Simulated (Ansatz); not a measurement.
MgF2⁻, relaxed as a doublet with UKS r2SCAN-D4/def2-TZVPD in Ansatz, starting from the GFN2-xTB geometry. Force threshold 0.02 eV/Å.

The highest occupied level of the charge -1 doublet lies above zero (up to 0.98 eV). By energy differences its removal costs 1.39 eV (vertical, to the charge 0 singlet, at r2SCAN-D4/def2-TZVPD); a positive level beside a positive removal energy at the same level points to self-interaction error. The relaxation made no stability test and no search for a lower SCF solution. The structure comes from a short search, and lower isomers may exist.

Start:

```xyz
3

Mg    0.000    0.000    0.000
F     1.535    0.321    0.880
F    -1.535   -0.320   -0.879
```

```json
{"step": "1", "energy (eV)": "-10881.7744", "largest force component (eV/Å)": "0.201", "SCF passes": "15"}
{"step": "2", "energy (eV)": "-10881.7770", "largest force component (eV/Å)": "0.131", "SCF passes": "22"}
{"step": "3", "energy (eV)": "-10881.7790", "largest force component (eV/Å)": "0.006", "SCF passes": "21"}
{"step": "4", "energy (eV)": "-10881.7790", "largest force component (eV/Å)": "0.006", "SCF passes": "16"}
{"step": "5", "energy (eV)": "-10881.7793", "largest force component (eV/Å)": "0.055", "SCF passes": "22"}
{"step": "6", "energy (eV)": "-10881.7807", "largest force component (eV/Å)": "0.155", "SCF passes": "20"}
{"step": "7", "energy (eV)": "-10881.8181", "largest force component (eV/Å)": "0.409", "SCF passes": "25"}
{"step": "8", "energy (eV)": "-10881.9237", "largest force component (eV/Å)": "0.771", "SCF passes": "24"}
{"step": "9", "energy (eV)": "-10882.0774", "largest force component (eV/Å)": "0.413", "SCF passes": "18"}
{"step": "10", "energy (eV)": "-10882.1533", "largest force component (eV/Å)": "0.145", "SCF passes": "22"}
{"step": "11", "energy (eV)": "-10882.1552", "largest force component (eV/Å)": "0.014", "SCF passes": "20"}
```

Force components are those of the run's own axes.

End:

| atom | x (Å) | y (Å) | z (Å) |
| --- | --- | --- | --- |
| Mg1 | 0.252 | -0.437 | -0.281 |
| F2 | 1.243 | 0.504 | 0.925 |
| F3 | -1.495 | -0.067 | -0.643 |

By distances, no bond broke or formed. The bond that changes most is Mg1–F2, from 1.80 to 1.82 Å (atoms count from 1).

The force fell under the threshold at step 3, but the optimiser went on and released 0.376 eV more. No frequencies were taken in this run, so the end may be a saddle point.

Run time 15 s (4 threads of AMD EPYC 7B13 on a shared host).
